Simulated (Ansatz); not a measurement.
Basis-set extrapolation for `CCC(C)C(=O)O` (PBE0-D4/def2-TZVP geometry, frozen core, Ansatz 0.2.0). Multiplicity 1, RHF reference.

```json
{"": "HF", "def2-TZVPP": "-345.057358", "def2-QZVPP": "-345.073073"}
{"": "MP2 correlation", "def2-TZVPP": "-1.323156", "def2-QZVPP": "-1.414790"}
{"": "CCSD(T) correlation", "def2-TZVPP": "-1.424845", "def2-QZVPP": "not run"}
```

Energies in hartree. Use E(X) = E(∞) + A·exp(−7.88·√X) for Hartree–Fock and E(X) = E(∞) + B·X^(−2.97) for correlation, with X = 3 and 4, and add CCSD(T) minus MP2 of the smaller set to the MP2 limit.

What is the CCSD(T) energy at the basis-set limit?

HF limit: -345.073073 + (-0.015715) × 0.13774 = -345.07524. MP2 limit: -1.414790 + (-0.091634) × 0.74074 = -1.48267. Higher-order term: -1.424845 − (-1.323156) = -0.10169. Total: -346.65960 hartree, 111.3 kcal/mol below CCSD(T)/def2-TZVPP.
